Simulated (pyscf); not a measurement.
**Addition across a multiple bond or ene-type step: F–Mo(F)(F)(F)=S (SMILES [F][Mo]([F])([F])([F])=[S]) + NH₃ (SMILES N) -> H₂N–Mo(F)(F)(F)(F)–SH (SMILES [NH2][Mo]([F])([F])([F])([F])[SH])**

Gas phase, singlet surface, charge 0. Bonds broken: N7–H8. Bonds formed: S1–H8, Mo2–N7. PySCF, gas phase, ωB97X-D3(BJ)/def2-SVP geometries.

Transition state (Å):

```xyz
10

S     -0.0264    -1.4516     1.6035
Mo    -1.3859    -0.2287     0.2906
F     -1.5982    -1.2228    -1.2381
F     -1.8385     1.0024     1.5697
F     -2.7474    -1.2828     0.9379
F     -1.5619     1.2399    -0.8361
N      0.5929     0.2639    -0.2394
H      0.9045    -0.4630     0.9879
H      0.9879    -0.4260    -0.8829
H      0.6612     1.1824    -0.6876
```

One imaginary mode, 1339i cm⁻¹; descent along it reached the two sides named, in the forms told below.

```
bond    change  reactant side (Å)  saddle  product side
------  ------  -----------------  ------  ------------
N7–H8   breaks              1.021   1.460         2.443
S1–H8    forms                3.2   1.491         1.345
Mo2–N7   forms              2.247   2.107         1.904
```

Electronic energies relative to the separated reactants (eV):

```csv
level,barrier,reaction energy,reverse barrier
ωB97X-D3(BJ)/def2-TZVP,1.69,+0.65,1.04
PBE/def2-TZVP,1.46,+0.58,0.88
r²SCAN/def2-TZVP,1.48,+0.50,0.97
B3LYP-D3(BJ)/def2-TZVP,1.66,+0.61,1.05
PBE0-D3(BJ)/def2-TZVP,1.57,+0.61,0.95
M06-2X/def2-TZVP,1.87,+0.84,1.03
ωB97M-D3(BJ)/def2-TZVP,1.80,+0.76,1.04
HF/def2-TZVP,2.73,+1.28,1.45
```

With ωB97M-D3(BJ)/def2-TZVP energies and thermal terms (ideal gas, 1 atm, RRHO with modes under 100 cm⁻¹ raised to 100, one conformer, R ln 2 for chiral ones without a mode under 150 cm⁻¹), in eV:

| T (K) | ΔH‡ | ΔG‡ | ΔH | ΔG |
|---|---|---|---|---|
| 298 | 1.70 | 2.16 | +0.73 | +1.17 |
| 600 | 1.72 | 2.63 | +0.78 | +1.59 |
| 900 | 1.75 | 3.08 | +0.84 | +1.98 |
| 1200 | 1.79 | 3.51 | +0.91 | +2.35 |

On the reactant side the descent ends in an adduct with a Mo–N contact (not fully relaxed), 0.60 eV under the separated species and 2.29 eV under the saddle at ωB97X-D3(BJ)/def2-TZVP. What is counted as formed (Mo–N) is already present as a longer contact in the reactant adduct; forming that adduct is a step of its own. This is the saddle that the search found; another between the same sides may lie lower. Elements past Kr carry the def2 core potentials, without spin-orbit coupling.
